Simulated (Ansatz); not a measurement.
# Cl4Si: the cost of one run

Method: cc-pV(Q+d)Z, core rule «outside noble gas», up to 25 orbitals frozen; program: Ansatz 0.2.0, Gaussian basis.

The runs, in order: UHF; CCSD(T) on RHF; BCCD(T) on RHF.

15 further runs of the same task are left out: 2 that didn't finish, 13 set aside as unsound or not needed.

## (1) What is computed

The geometry is an MP2(full)/6-31G* stationary point (not a proven minimum).

5 atoms, charge 0, spin multiplicity 1.

Atoms are counted from 1 here; the program's logs count them from 0.

Bond lengths: Si1–Cl2 2.025 Å, Si1–Cl3 2.025 Å, Si1–Cl4 2.025 Å, Si1–Cl5 2.025 Å. Angles: Cl2–Si1–Cl3 109.5°, Cl2–Si1–Cl4 109.5°, Cl2–Si1–Cl5 109.5°, Cl3–Si1–Cl4 109.5°, Cl3–Si1–Cl5 109.5°, Cl4–Si1–Cl5 109.5°.

## (2) UHF

in.yaml reads:

```yaml
crystal:
  periodic: [false, false, false]
  atoms:
    - {symbol: Si, position_ang: [0.000000, 0.000000, 0.000000]}
    - {symbol: Cl, position_ang: [1.169349, 1.169349, 1.169349]}
    - {symbol: Cl, position_ang: [-1.169349, -1.169349, 1.169349]}
    - {symbol: Cl, position_ang: [1.169349, -1.169349, -1.169349]}
    - {symbol: Cl, position_ang: [-1.169349, 1.169349, -1.169349]}
basis:
  gaussian: {orbitals: "cc-pV(Q+d)Z.json"}
magnetization: {spin_polarized: true, initial_magnetization: 0}
hamiltonian: {xc: hf}
output: {orbitals: {seedname: orbitals}}
```

The run is started by

```
ansatz run in.yaml --threads 1 --pin off --events-out ev --progress --plain --max-ram 3956MiB --backend cpu
```

Q: Estimate wall time and peak memory on 1 thread of AMD EPYC 7R13, shared host.

About 60 s, with a peak of 1.5 GiB.
